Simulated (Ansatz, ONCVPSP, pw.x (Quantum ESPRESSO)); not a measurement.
# What a changed setting does to a pw.x run (diamond Si)

Potential: optimised norm-conserving Vanderbilt (ONCV), ONCVPSP 4.0.1.1 (patched build), PBE; core [Ne], reference 3s2 3p1; waves: 3s: rc 1.70 bohr, ncon 4, nbas 7, qcut 3.6 1/bohr, 2 projectors, debl 0.4 Ha; 3p: rc 2.08 bohr, ncon 3, nbas 7, qcut 3.7 1/bohr, 2 projectors, debl 1 Ha; local part: polynomial inside 1.10 bohr (lpopt 4, dvloc0 0 Ha); core correction: polynomial model core, fcfact 0.75. In the s channel the program set the typed energies aside and used -0.700, 0.250 Ha.

The reference run (k-mesh 8³, cutoffs 80/320 Ry, Fermi–Dirac 0.01 Ry, mixing_beta 0.4, conv_thr 1e-9, no spin) gives 0.44 GPa at 20.463 Å³/atom, where all-electron LAPW gives -0.05 GPa. This run, with its own iteration cap, changes k-mesh points per axis to 4.

```
&control
  calculation='scf', prefix='x', pseudo_dir='./', outdir='./tmp', tstress=.true., disk_io='none'
/
&system
  ibrav=0, nat=2, ntyp=1, ecutwfc=80, ecutrho=320, nbnd=11,
  occupations='smearing', smearing='fd', degauss=0.01
/
&electrons
  conv_thr=1e-09, mixing_beta=0.4, electron_maxstep=50
/
ATOMIC_SPECIES
Si 1.0 Si.UPF
CELL_PARAMETERS angstrom
  0.00000000 2.73520428 2.73520428
  2.73520428 0.00000000 2.73520428
  2.73520428 2.73520428 0.00000000
ATOMIC_POSITIONS crystal
Si 0.0000 0.0000 0.0000
Si 0.2500 0.2500 0.2500
K_POINTS automatic
4 4 4 0 0 0
```

```bash
pw.x < Si.scf.in > Si.scf.out
```

How does the run end?

It converges in 7 iterations; the free energy moves by +89.6 meV/atom and the pressure by +0.51 GPa.

```
Message from routine setup:
     using ibrav=0 with symmetry is DISCOURAGED, use correct ibrav instead
     lattice parameter (alat)  =       7.3098  a.u.
     unit-cell volume          =     276.1823 (a.u.)^3
     number of electrons       =         8.00
     number of Kohn-Sham states=           11
     kinetic-energy cutoff     =      80.0000  Ry
     charge density cutoff     =     320.0000  Ry
     scf convergence threshold =      1.0E-09
     Exchange-correlation= PBE
     number of k points=     8  Fermi-Dirac smearing, width (Ry)=  0.0100
     iteration #  1     ecut=    80.00 Ry     beta= 0.40
     total energy              =     -22.81807151 Ry
     estimated scf accuracy    <       0.06115100 Ry
     iteration #  2     ecut=    80.00 Ry     beta= 0.40
     total energy              =     -22.81465979 Ry
     estimated scf accuracy    <       0.01910774 Ry
     iteration #  3     ecut=    80.00 Ry     beta= 0.40
     total energy              =     -22.81552501 Ry
     estimated scf accuracy    <       0.00040505 Ry
     iteration #  4     ecut=    80.00 Ry     beta= 0.40
     total energy              =     -22.81556217 Ry
     estimated scf accuracy    <       0.00000276 Ry
     iteration #  5     ecut=    80.00 Ry     beta= 0.40
     total energy              =     -22.81556371 Ry
     estimated scf accuracy    <       0.00000021 Ry
     iteration #  6     ecut=    80.00 Ry     beta= 0.40
     total energy              =     -22.81556372 Ry
     estimated scf accuracy    <       0.00000004 Ry
     iteration #  7     ecut=    80.00 Ry     beta= 0.40
     the Fermi energy is     6.4041 ev
!    total energy              =     -22.81556373 Ry
     estimated scf accuracy    <          1.5E-10 Ry
     smearing contrib. (-TS)   =      -0.00061965 Ry
     The total energy is F=E-TS. E is the sum of the following terms:
     one-electron contribution =       4.89361521 Ry
     hartree contribution      =       1.13563445 Ry
     xc contribution           =     -12.16933966 Ry
     ewald contribution        =     -16.67485408 Ry
     convergence has been achieved in   7 iterations
          total   stress  (Ry/bohr**3)                   (kbar)     P=        9.47
     Message from routine punch:
     Nothing written, as per user request (disk_io='none')
```

The run took about 8.4 s on one core of a shared host (Neoverse-N1, 64 threads, 124 GiB, load 57).
